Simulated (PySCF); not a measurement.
PySCF input (B3PW91/6-31G* (5d)):

```python
from pyscf import gto, dft

mol = gto.M(
    atom='''
    N     0.01213582    0.03594258    1.43484202
    C    -0.01076327    0.04402648   -1.35230364
    C     0.01775233    1.27745360    0.81209974
    C    -0.00350109   -1.09449745    0.72498945
    C    -0.01557349   -1.16690233   -0.66385173
    C     0.00549068    1.21962009   -0.61501389
    H    -0.01964327    0.05668285   -2.44312951
    H    -0.00681822   -2.02556725    1.30061357
    H    -0.02808054   -2.12467032   -1.17531637
    H     0.00916037    2.16375436   -1.16158136
    ''',
    basis='6-31g*',
    charge=-1,
    spin=0,
    verbose=4,
)

mf = dft.RKS(mol, xc='b3pw91')
mf.grids.level = 3
mf.conv_tol = 1e-9
mf.max_cycle = 100
mf.max_memory = 1500
mf.kernel()
if not mf.converged:
    mf = mf.newton()
    mf.kernel(mf.make_rdm1())
mf.dip_moment()
```

From the last part of the output:

```
[INPUT] 10 H      0.009160370000   2.163754360000  -1.161581360000 AA    0.017310590500   4.088903141234  -2.195070641800 Bohr   0.0

nuclear repulsion = 195.138472009068
number of shells = 44
number of NR pGTOs = 178
number of NR cGTOs = 92
basis = 6-31g*
ecp = {}

******** <class 'pyscf.dft.rks.RKS'> ********
method = RKS
initial guess = minao
damping factor = 0
level_shift factor = 0
DIIS = <class 'pyscf.scf.diis.CDIIS'>
diis_start_cycle = 1
diis_space = 8
diis_damp = 0
SCF conv_tol = 1e-09
SCF conv_tol_grad = None
SCF max_cycles = 100
direct_scf = True
direct_scf_tol = 1e-13
XC library pyscf.dft.libxc version 7.1.2
    S. Lehtola, C. Steigemann, M. J. T. Oliveira, and M. A. L. Marques,  SoftwareX 7, 1–5 (2018)
XC functionals = b3pw91
    A. D. Becke,  J. Chem. Phys. 98, 5648 (1993)
radial grids:
    Treutler-Ahlrichs [JCP 102, 346 (1995); DOI:10.1063/1.469408] (M4) radial grids

becke partition: Becke, JCP 88, 2547 (1988); DOI:10.1063/1.454033
pruning grids: <function nwchem_prune>
grids dens level: 3
symmetrized grids: False
atomic radii adjust function: <function treutler_atomic_radii_adjust>
small_rho_cutoff = 0
Set gradient conv threshold to 3.16228e-05
Initial guess from minao.
tot grids = 123728
init E= -248.321767227895
  HOMO = -0.224726490513111  LUMO = -0.100578386702933  gap/eV = 3.37824
cycle= 1 E= -247.40814632898  delta_E= 0.914  |g|= 0.539  |ddm|= 3.44
  HOMO = 0.20605318295605  LUMO = 0.266093846744462  gap/eV = 1.63379
cycle= 2 E= -247.322414519342  delta_E= 0.0857  |g|= 0.782  |ddm|= 2.79
  HOMO = 0.0735432953814339  LUMO = 0.202508705288875  gap/eV = 3.50933
cycle= 3 E= -247.493114402941  delta_E= -0.171  |g|= 0.205  |ddm|= 1.95
  HOMO = 0.0739154793269527  LUMO = 0.188396525260689  gap/eV = 3.11519
cycle= 4 E= -247.503904214132  delta_E= -0.0108  |g|= 0.0537  |ddm|= 0.264
  HOMO = 0.0706433721709621  LUMO = 0.189845181633586  gap/eV = 3.24365
cycle= 5 E= -247.504576563058  delta_E= -0.000672  |g|= 0.0177  |ddm|= 0.0754
  HOMO = 0.0704747652081714  LUMO = 0.190288203609345  gap/eV = 3.26029
cycle= 6 E= -247.504642132425  delta_E= -6.56e-05  |g|= 0.00891  |ddm|= 0.0298
  HOMO = 0.0707166925768195  LUMO = 0.190163646482175  gap/eV = 3.25032
cycle= 7 E= -247.504663893796  delta_E= -2.18e-05  |g|= 0.00137  |ddm|= 0.0107
  HOMO = 0.0706409145649078  LUMO = 0.190136337711162  gap/eV = 3.25164
cycle= 8 E= -247.504664375704  delta_E= -4.82e-07  |g|= 0.000261  |ddm|= 0.00173
  HOMO = 0.0706441247832723  LUMO = 0.190138125026953  gap/eV = 3.25160
cycle= 9 E= -247.504664393485  delta_E= -1.78e-08  |g|= 7.25e-05  |ddm|= 0.00047
  HOMO = 0.0706418016167518  LUMO = 0.190143112968381  gap/eV = 3.25180
cycle= 10 E= -247.504664394586  delta_E= -1.1e-09  |g|= 2.97e-05  |ddm|= 0.000113
  HOMO = 0.0706444351796653  LUMO = 0.19014273456112  gap/eV = 3.25171
cycle= 11 E= -247.504664394845  delta_E= -2.59e-10  |g|= 5.82e-06  |ddm|= 4.27e-05
  HOMO = 0.0706421909220087  LUMO = 0.190142490010611  gap/eV = 3.25177
Extra cycle  E= -247.504664394827  delta_E= 1.81e-11  |g|= 9.86e-06  |ddm|= 2.55e-05
converged SCF energy = -247.504664394827

WARN: System has nonzero charge -1; the dipole moment is origin-dependent.
Location of origin: [0. 0. 0.]

Dipole moment(X, Y, Z, Debye): -0.06534, -3.65072, -4.09257
```

The dipole moment of an ion depends on the origin.
